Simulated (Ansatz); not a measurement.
Consider the silylene formation by 1,1-elimination: `F[SiH](F)F` → F₂ + `F[SiH]`.

Computed with Ansatz on PBE0-D4/def2-TZVP structures; ΔE is electronic, products minus reactants. CCSD(T)/CBS is the MP2 limit (def2-TZVPP, def2-QZVPP) plus CCSD(T) − MP2 in def2-TZVPP, frozen cores. This one scheme is used for every species. Functionals use def2-TZVPP. B3LYP here is the variant with VWN-RPA as its local correlation; programs differ in this.

Question: Is it downhill or uphill in electronic energy at CCSD(T)/CBS, and by how much? (Best estimate.)

Answer: The calculation gave: Uphill: ΔE = +1065.0 kJ/mol.

Question: What do these levels give: revPBE-D4, BLYP-D4, B97M-V, PBE0-D4, B3LYP, BHLYP, LC-ωPBE, RPA@PBE/def2-TZVPP, MP2/def2-TZVPP, CCSD/def2-TZVPP, CCSD(T)/def2-TZVPP, MP2/def2-QZVPP? (An estimate is asked.)

Answer: The calculation gave: revPBE-D4 977.0, BLYP-D4 983.4, B97M-V 1036.4, PBE0-D4 1040.8, B3LYP 1023.0, BHLYP 1080.0, LC-ωPBE 1058.6, RPA@PBE/def2-TZVPP 984.4, MP2/def2-TZVPP 1099.1, CCSD/def2-TZVPP 1056.3, CCSD(T)/def2-TZVPP 1045.8, MP2/def2-QZVPP 1112.7 kJ/mol.

Largest T1 diagnostic among the species: 0.015.

Leaving LDA and LC-ωPBE aside and taking each functional with its dispersion term where it has one, the values, not all of them listed here, spread over 112.9 kJ/mol, from revPBE-D4 to r2SCAN0-D4. LDA lies +61.2 kJ/mol from PBE without D4. From r2SCAN to r2SCAN0 (25 % exact exchange), in def2-TZVPP and without D4, ΔE moves by +28.4 kJ/mol. The D4 term adds +6.1 kJ/mol with B3LYP and +3.1 kJ/mol with PBE0; it sums over pairs of atoms, weighted by their polarisabilities, and B3LYP, whose exchange is more repulsive, gets the larger term.
